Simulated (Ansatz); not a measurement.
# CH4F: the cost of one run

All numbers below are computed with Ansatz 0.2.0 (UKS revPBE/6-31G*).

## (1) Starting point

Bond lengths: C2–F3 1.353 Å, C2–H5 1.085 Å, C2–H6 1.085 Å. Angles: F3–C2–H5 110.3°, F3–C2–H6 110.3°, H5–C2–H6 115.9°.

As a file:

```xyz
6

H     0.3020    0.5343    0.7100
C    -0.2294   -0.2082   -0.3494
F     0.7008   -1.1457   -0.6411
H     0.7148    1.0258    1.4507
H    -0.3522    0.4727   -1.1852
H    -1.1360   -0.6790    0.0151
```

## (2) Run 1

150 steps of 0.5 fs at constant energy, with velocities drawn for 1000 K.

The input, input.yaml:

```yaml
crystal:
  periodic: [false, false, false]
  atoms:
    - { symbol: H, position_ang: [0.302, 0.5343, 0.71] }
    - { symbol: C, position_ang: [-0.2294, -0.2082, -0.3494] }
    - { symbol: F, position_ang: [0.7008, -1.1457, -0.6411] }
    - { symbol: H, position_ang: [0.7148, 1.0258, 1.4507] }
    - { symbol: H, position_ang: [-0.3522, 0.4727, -1.1852] }
    - { symbol: H, position_ang: [-1.136, -0.679, 0.0151] }
magnetization:
  spin_polarized: true
  initial_magnetization: 1
basis:
  gaussian: { orbitals: "6-31G*" }
hamiltonian:
  xc: revpbe
md:
  timestep: 0.5
  n_steps: 150
  ensemble: nve
  temperature: 1000.0
  initial_velocities: maxwell_boltzmann
  seed: 933353
```

Started as:

```console
$ ansatz run input.yaml --threads 1 --pin off --max-ram 2048MiB --backend cpu --events-out ev --progress --plain --runs-dir out
```

**Question.** How long does this run take on 1 thread of Arm Neoverse V2, shared host, and how much memory does it need?

About 2.2 min, with a peak of 0.09 GiB.
